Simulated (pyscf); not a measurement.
Thermochemistry of product channels of H₃C–Sn(OH)(OH)–OH + H• on the doublet surface, in kcal/mol, from ωB97M-D3(BJ)/def2-TZVP energies (ideal gas, 1 atm, RRHO with modes under 100 cm⁻¹ raised to 100, one conformer, R ln 2 for chiral ones without a mode under 150 cm⁻¹). PySCF, gas phase, ωB97X-D3(BJ)/def2-SVP geometries.

| products | ΔE | ΔH(298 K) | ΔG(298 K) | ΔG(600 K) |
|---|---|---|---|---|
| CH₄ + HO–Sn•(OH)–OH | … | -36.3 | -39.1 | -41.3 |
| H₃C–Sn(O•)(OH)–OH + H₂ | +14.8 | +14.2 | +12.6 | +11.0 |

Task: What belongs in the gaps?

Result: 
- CH₄ + HO–Sn•(OH)–OH, ΔE: -40.4

These are energies of the channels, which say nothing of barriers. Elements past Kr carry the def2 core potentials, without spin-orbit coupling.
